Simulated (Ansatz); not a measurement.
H₃Si–SiH₃, singlet: reading a ladder of total energies

Geometry: displaced at random from a stationary point.

```yaml
atoms:
  - { symbol: Si, position_ang: [-1.0900, -0.0030, -0.0040] }
  - { symbol: Si, position_ang: [1.0853, 0.0148, 0.0078] }
  - { symbol: H, position_ang: [-1.7001, 1.3660, 0.0081] }
  - { symbol: H, position_ang: [-1.6086, -0.7895, 1.2215] }
  - { symbol: H, position_ang: [-1.7115, -0.7936, -1.2979] }
  - { symbol: H, position_ang: [1.7974, -1.4648, -0.0747] }
  - { symbol: H, position_ang: [1.6508, 0.5907, 1.1766] }
  - { symbol: H, position_ang: [1.7016, 0.7609, -1.1400] }
```

Basis cc-pVDZ; Ansatz 0.2.0. Only valence electrons are correlated (noble-gas cores frozen), which leaves 14 electrons in 56 orbitals. Prefix R: restricted or restricted open-shell reference.

Full CI isn't at hand for all of this; RCCSDT(Q) serves as the reference, and is uncertain by about the last step of the cluster series.

Runs differ by some tens of microhartree through their thresholds, so steps under 0.03 kcal/mol mean nothing.

```
    level  total energy (hartree)
      RHF             -581.311126
     RMP2             -581.527465
    RCCSD             -581.580089
 RCCSD(T)             -581.586489
   RCCSDT             -581.587748
RCCSDT(Q)             -581.587987
```

Task: What is the correlation energy at RCCSDT(Q), and what share of it do RMP2 and RCCSDT recover?

Result: E(corr) = -581.587987 − (-581.311126) = -0.276861 hartree = -7.534 eV. RMP2: -0.216339 / -0.276861 = 78.14 %. RCCSDT: -0.276622 / -0.276861 = 99.91 %.

Task: By how many kcal/mol does RCCSD(T) miss RCCSDT(Q) (1 hartree = 627.509 kcal/mol), and which steps make up the rest?

Result: -581.586489 − (-581.587987) = 0.001498 hartree = 0.94 kcal/mol. Steps: RCCSDT − RCCSD(T) = -0.79, RCCSDT(Q) − RCCSDT = -0.15 kcal/mol. Differences between like states or geometries often cancel part of this.
